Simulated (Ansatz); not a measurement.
Density of states of Ge (Fd-3m, a = 5.676 Å, b = 5.676 Å, c = 5.676 Å, α = 90.00°, β = 90.00°, γ = 90.00°), in states per eV and primitive cell, averaged over bins of 0.3 eV. Method: DFT PBEsol, scalar-relativistic, plane waves, PAW (Ansatz).

Settings: cutoff 420 eV, Γ-centred mesh 14×14×14 on the computed 2-atom cell, Gaussian smearing of 0.10 eV; no spin polarisation.

The cell is relaxed at this level. The states (both spins) are summed by tetrahedra on a 21×21×21 mesh at the self-consistent density. Energies are bin centres; the table starts no lower than −8 eV and ends at 6 eV, or lower where the solved bands end.

The gap is zero at this level, with almost no states at the Fermi level.

```
E − E_F (eV) total Ge 4p Ge 4s
       -7.90   0.65   0.26   0.39
       -7.60   1.14   0.55   0.59
       -7.30   0.77   0.37   0.40
       -7.00   0.57   0.27   0.29
       -6.70   0.45   0.21   0.24
       -6.40   0.38   0.18   0.20
       -6.10   0.32   0.15   0.16
       -5.80   0.27   0.13   0.14
       -5.50   0.23   0.11   0.12
       -5.20   0.19   0.09   0.10
       -4.90   0.16   0.08   0.08
       -4.60   0.14   0.07   0.07
       -4.30   0.92   0.84   0.08
       -4.00   1.20   1.11   0.09
       -3.70   1.05   0.96   0.09
       -3.40   1.13   1.04   0.09
       -3.10   1.41   1.32   0.08
       -2.80   1.45   1.37   0.07
       -2.50   1.36   1.29   0.06
       -2.20   1.28   1.22   0.05
       -1.90   1.19   1.15   0.04
       -1.60   1.13   1.09   0.03
       -1.30   0.77   0.75   0.02
       -1.00   0.47   0.46   0.01
       -0.70   0.30   0.30   0.01
       -0.40   0.18   0.17   0.00
       -0.10   0.04   0.04   0.00
        0.20   0.03   0.01   0.02
        0.50   0.17   0.09   0.07
        0.80   0.53   0.31   0.18
        1.10   0.89   0.54   0.29
        1.40   1.34   0.84   0.41
        1.70   1.74   1.11   0.50
        2.00   1.20   0.77   0.33
        2.30   0.92   0.59   0.24
        2.60   1.03   0.68   0.24
        2.90   0.92   0.65   0.18
        3.20   1.06   0.80   0.15
        3.50   1.85   1.44   0.14
        3.80   1.30   1.00   0.12
        4.10   1.06   0.82   0.09
        4.40   1.14   0.84   0.08
        4.70   1.59   1.10   0.10
        5.00   1.42   0.95   0.10
        5.30   1.20   0.79   0.09
        5.60   1.07   0.70   0.08
```

The columns after the total are the Löwdin projections on the occupied valence shells of the potentials. The rest of the total lies in shells that are empty in the free atom, which aren't projected, and between the atoms.